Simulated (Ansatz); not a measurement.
**SiH₂O₂ (SMILES O=[SiH]O): one structure at several levels**

One table from this session's results is given with a row withheld; the runs are named, their logs left out.

Program: Ansatz 0.2.0, Gaussian basis. Level of theory: single points in def2-TZVPP. These are calculated values, not measurements.

Correlated methods freeze the cores.

## Where the work starts

5 atoms, charge 0, spin multiplicity 1.

Atoms are counted from 1 here; the program's logs count them from 0.

Bond lengths: O1–Si2 1.609 Å, Si2–O3 1.626 Å, Si2–H4 1.527 Å, O3–H5 1.154 Å. Angles: O1–Si2–O3 123.5°, O1–Si2–H4 136.2°, O3–Si2–H4 99.6°, Si2–O3–H5 126.1°.

As a file:

```xyz
5
H2O2Si
O     0.41590   -0.81700    1.69040
Si   -0.30740   -0.46170    0.29750
O     0.20080    0.71600   -0.70190
H    -1.62180   -0.82970   -0.38800
H     1.02270    1.49260   -0.47360
```

The first run:

The input, run/in.yaml:

```yaml
crystal:
  periodic: [false, false, false]
  atoms:
    - {symbol: O, position_ang: [0.415900, -0.817000, 1.690400]}
    - {symbol: Si, position_ang: [-0.307400, -0.461700, 0.297500]}
    - {symbol: O, position_ang: [0.200800, 0.716000, -0.701900]}
    - {symbol: H, position_ang: [-1.621800, -0.829700, -0.388000]}
    - {symbol: H, position_ang: [1.022700, 1.492600, -0.473600]}
basis:
  gaussian: {orbitals: def2-TZVPP}
correlation: {method: ccsd_t}
output: {forces: true}
```

No record of the launch command was kept for these runs.

Steps of the session up to this table: CCSD(T)/def2-TZVPP; PBE0-D4/def2-TZVPP; wB97M-V/def2-TZVPP; r2SCAN-D4/def2-TZVPP; PBE-D4/def2-TZVPP; SPW92/def2-TZVPP; HSE06-D4/def2-TZVPP.

One of the session's tables, all rows but one given; the rest of the session is left out.

```
   method  RMS force component (eV/Å)  angle to CCSD(T) forces (°)  dipole (D)
  CCSD(T)                       2.367                    reference        3.32
  PBE0-D4                           ?                            ?           ?
  wB97M-V                       2.459                          3.5        3.52
r2SCAN-D4                       2.353                          2.2        3.39
   PBE-D4                       2.175                          4.1        3.27
    SPW92                       2.210                          5.0        3.35
 HSE06-D4                       2.458                          3.6        3.47
```

Estimate the missing values for PBE0-D4.

As computed: RMS force component (eV/Å): 2.462; angle to CCSD(T) forces (°): 3.7; dipole (D): 3.48. In the column «RMS force component (eV/Å)» it is the highest.
